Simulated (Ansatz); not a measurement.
# SiH4O (singlet): wave-function methods side by side at distance O1–H3 along a hydrogen transfer = 0.960 Å, cc-pVDZ

One table from this session's results is given with a row withheld; the runs are named, their logs left out.

The runs use Ansatz 0.2.0, Gaussian basis; cc-pVDZ, core rule «outside noble gas», up to 6 orbitals frozen.

Plan: UHF; CCSD(T) on RHF; CCSD(T) on UHF; BCCD(T) on RHF; CISD; CCSDT(Q) on RHF; CCSDT(Q) on UHF; CASSCF and MRCISD+Q, 2 electrons in 2 orbitals; CASSCF and NEVPT2, 2 electrons in 2 orbitals.

8 further runs of the same task are left out: 1 for a mislabelled method, 6 that didn't finish, 1 set aside as unsound or not needed.

## What is computed

The geometry derives from fragments relaxed apart (PBE0/def2-TZVP) and kept rigid, so it is no stationary point. A hydrogen atom is moved between rigid fragments.

6 atoms, charge 0, spin multiplicity 1.

Atoms are counted from 1 here; the program's logs count them from 0.

Bond lengths: O1–H2 0.960 Å, O1–H3 0.960 Å, Si4–H5 1.526 Å, Si4–H6 1.526 Å. Angles: H2–O1–H3 105.1°, H5–Si4–H6 91.2°.

Coordinates:

```
O    -1.9874    0.0172    0.0000
H    -2.2367    0.9438    0.0000
H    -1.0278    0.0172    0.0000
Si    1.1246    0.0172    0.0000
H     1.7368   -0.8571    1.0900
H     1.7368   -0.8571   -1.0900
```

The first run:

File in.yaml:

```yaml
crystal:
  periodic: [false, false, false]
  atoms:
    - {symbol: O, position_ang: [-1.987366, 0.017219, 0.000000]}
    - {symbol: H, position_ang: [-2.236676, 0.943795, 0.000000]}
    - {symbol: H, position_ang: [-1.027837, 0.017219, 0.000000]}
    - {symbol: Si, position_ang: [1.124634, 0.017219, 0.000000]}
    - {symbol: H, position_ang: [1.736814, -0.857065, 1.090012]}
    - {symbol: H, position_ang: [1.736814, -0.857065, -1.090012]}
basis:
  gaussian: {orbitals: cc-pVDZ}
magnetization: {spin_polarized: true, initial_magnetization: 0}
hamiltonian: {xc: hf}
output: {orbitals: {seedname: orbitals}}
```

The run is started by

```
> ansatz run in.yaml --threads 1 --pin off --events-out ev --progress --plain --max-ram 2393MiB
```

Among the steps run: UHF; CCSD(T) on RHF; CCSD(T) on UHF; BCCD(T) on RHF; CISD; CCSDT(Q) on RHF; CCSDT(Q) on UHF; CASSCF and MRCISD+Q, 2 electrons in 2 orbitals; CASSCF and NEVPT2, 2 electrons in 2 orbitals.

One of the session's tables, all rows but one given; the rest of the session is left out.

It belongs to the step «Misses and costs». 

```
   method  from RCCSDT(Q) (meV)
      RHF               +9245.8
      UHF               +9166.4
     RMP2               +1199.6
     UMP2               +1345.3
     CISD               +1060.8
    RCCSD                +209.6
    UCCSD                +221.5
 RCCSD(T)                 +40.0
 UCCSD(T)                 +49.2
  BCCD(T)                     ?
   RCCSDT                 +17.6
   UCCSDT                 +18.7
RCCSDT(Q)                     0
UCCSDT(Q)                  +0.4
```

Estimate the missing values for BCCD(T).

The run gave: from RCCSDT(Q) (meV): +39.6. In the column «from RCCSDT(Q) (meV)» it lies between UCCSDT (+18.7) and RCCSD(T) (+40.0).

Left out of the table: CASSCF pair, NEVPT2 pair, MRCISD pair, MRCISD+Q pair (the active space lost an orbital or holds another state than full CI finds).

To keep in mind: Restricted and unrestricted rows rest on different reference determinants; where their highest levels disagree by more than a few hundredths of an eV, they describe different states and don't form one ladder. Warnings in the runs' records: passed over end.
